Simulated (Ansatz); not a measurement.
One change: `CN=O` becomes `O=NF`.

Ansatz, PBE0-D4/def2-TZVP geometries, multiplicity 1. 

| property | `CN=O` |
| --- | --- |
| LUMO energy (PBE0/def2-TZVPP) / eV | -2.18 |
| ideal-gas entropy at 298 K and 1 bar (rigid rotor, harmonic PBE0-D4/def2-TZVP) / J/(mol·K) | 259 |
| HOMO energy (PBE/def2-TZVPP) / eV | -4.97 |
| HOMO–LUMO gap (B3LYP/def2-TZVPP) / eV | 3.92 |
| size of the dipole moment (PBE/def2-TZVPP) / D | 2.33 |
| LUMO energy (B3LYP/def2-TZVPP) / eV | -2.52 |

Question: What does the change do to each property? (Estimate.)

Answer: Computed: 
| property | `O=NF` | shift |
| --- | --- | --- |
| LUMO energy (PBE0/def2-TZVPP) / eV | -3.25 | -1.07 |
| ideal-gas entropy at 298 K and 1 bar (rigid rotor, harmonic PBE0-D4/def2-TZVP) / J/(mol·K) | 247 | -12 |
| HOMO energy (PBE/def2-TZVPP) / eV | -8.10 | -3.13 |
| HOMO–LUMO gap (B3LYP/def2-TZVPP) / eV | 5.95 | 2.03 |
| size of the dipole moment (PBE/def2-TZVPP) / D | 1.26 | -1.07 |
| LUMO energy (B3LYP/def2-TZVPP) / eV | -3.62 | -1.10 |

With PBE0 the HOMO falls by 3.13 eV and the LUMO falls by 1.07 eV, so the gap widens by about 2.06 eV. PBE moves the HOMO by -3.13 eV and ωB97M-V by -3.05 eV. The zero-point energy changes by -93.8 kJ/mol with -9 modes. Dipoles are sizes alone; their direction can turn.

B3LYP here is the variant with VWN-RPA as its local correlation; programs differ in this.
